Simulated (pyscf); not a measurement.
# Substitution at Ge: H₃Ge–SeH + H atom (H•) -> SeH• + germane (GeH₄)

Gas phase, doublet surface, charge 0. Bonds broken: Se1–Ge2. Bonds formed: Ge2–H5. Structures and frequencies: ωB97X-D3(BJ)/def2-SVP in PySCF.

Transition state (Å):

```xyz
7

Se     0.3749    -1.5291    -0.1297
Ge    -0.7020     0.6191    -0.4890
H     -0.6247    -2.1939     0.7119
H     -1.9062     0.7014    -1.4438
H     -1.7734    -0.4165     0.5643
H     -0.7452     1.6384     0.6634
H      0.5194     1.0486    -1.3521
```

One imaginary mode, 610i cm⁻¹; descent along it reached the two sides named.

| bond | change | reactant side (Å) | saddle | product side |
|---|---|---|---|---|
| Se1–Ge2 | breaks | 2.342 | 2.430 | 3.6 |
| Ge2–H5 | forms | 3.8 | 1.825 | 1.539 |

Electronic energies relative to the separated reactants (eV):

```
level                   barrier  reaction energy  reverse barrier
----------------------  -------  ---------------  ---------------
ωB97X-D3(BJ)/def2-TZVP     0.37            -0.47             0.84
PBE/def2-TZVP              0.11            -0.54             0.64
r²SCAN/def2-TZVP           0.07            -0.62             0.69
B3LYP-D3(BJ)/def2-TZVP     0.15            -0.74             0.89
PBE0-D3(BJ)/def2-TZVP      0.22            -0.53             0.75
M06-2X/def2-TZVP           0.33            -0.68             1.01
ωB97M-D3(BJ)/def2-TZVP     0.35            -0.76             1.11
HF/def2-TZVP               0.93            -0.84             1.77
```

With ωB97M-D3(BJ)/def2-TZVP energies and thermal terms (ideal gas, 1 atm, RRHO with modes under 100 cm⁻¹ raised to 100, one conformer, R ln 2 for chiral ones without a mode under 150 cm⁻¹), in eV:

```csv
T (K),ΔH‡,ΔG‡,ΔH,ΔG
298,0.36,0.65,-0.66,-0.69
600,0.33,0.97,-0.72,-0.69
900,0.31,1.29,-0.76,-0.67
1200,0.30,1.61,-0.80,-0.64
```

Abstraction by the radical was not located in this set and often lies lower. One saddle was located; it need not be the lowest between these sides. The angle at the attacked Ge is 71° (front-side attack). Left out: orbital degeneracy and the spin-orbit lowering of SeH, which is large for Br, Se, Te and I. Elements up to Kr have no core potential and no relativistic terms here.
